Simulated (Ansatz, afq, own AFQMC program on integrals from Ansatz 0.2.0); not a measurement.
## C$_{2}$H$_{3}$, doublet in cc-pVDZ, levels against AFQMC with the constraint released

```xyz
5

C    -0.0118    0.0000    0.5946
C    -0.0254    0.0000   -0.8330
H     1.1094    0.0000    0.6111
H    -0.3330    0.9129    1.1148
H    -0.3330   -0.9129    1.1148
```

Connectivity, by distances: CH3–C.

Basis cc-pVDZ. Only valence electrons are correlated. Ansatz 0.2.0 and our own AFQMC program on the same integrals; the CISD trial comes from CCSD amplitudes, and released means the phaseless constraint is let go. Free AFQMC starts from the CCSD state and is never constrained. Its projection time is finite, and what remains of the start isn't in its error. Error bars are statistical, one sigma.

Determinant: UHF, the one that the program's search chose, which needn't be the lowest solution. The geometry is a point of a scan.

No full CI on the walks' own integrals is used here. The released AFQMC energy serves as the reference, which it does only where one determinant dominates, the energy is flat over the last release times and near the phaseless one (40 meV or 2 meV an electron, half that with transition metals). On small molecules, where full CI could be run and the noise was under 10 meV, such values lay within 10 meV of it in 19 cases of 20, a flattering rate, since the rule was set on those same cases; what remains of the bias isn't in the error bar.

Cautions: unrestricted determinant slightly spin contaminated (⟨S²⟩ 0.84 against 0.75); the ph-AFQMC/CISD walk drifts between its halves (2.3 errors); the released value is read at 2.40 1/Eh with a noise of 20 meV, more than in the cases checked (meV from the phaseless value at times in 1/Eh: -2 ± 12 at 0.24, 8 ± 10 at 0.51, 0 ± 11 at 0.99, 4 ± 13 at 1.62, 11 ± 20 at 2.40).

The T1 diagnostic is 0.0359, the weight of the determinant in the CISD state is 0.866 and the ⟨S²⟩ of the determinant is 0.838. The size of the correlated space is 11 electrons in 41 orbitals.

| level | correlation energy (eV) |
| --- | --- |
| MP2 | -6.0659 |
| CCSD | -7.1144 |
| CCSD(T) | -7.3144 |

**Question.** Estimate where free-projection AFQMC lies against CCSD(T) on the same integrals.

**Answer.** 0.30 ± 0.39 kcal/mol below CCSD(T). The gap is under twice the noise, so this walk alone can't tell the two apart.

Reference: AFQMC with the constraint released, correlation energy -7.337 ± 0.020 eV.

```tsv
level	E − E(reference) (kcal/mol)	share of correlation (%)
CCSD(T)	0.53 ± 0.45	99.69
ph-AFQMC/HF	-0.26 ± 1.47	100.16
ph-AFQMC/CISD	-0.25 ± 0.61	100.15
free AFQMC	0.24 ± 0.60	99.86
```

Free projections are given only where their last times agree within the noise and don't stop above the reference; a slow remainder of the start can still hide under it. A walk keeps the symmetry of its determinant, which the program's search chose and which needn't be the lowest solution, so a lower state of the same spin and another symmetry isn't excluded. Released energies are given only where the last usable release times agree within the noise; a slower fall can still hide under it.
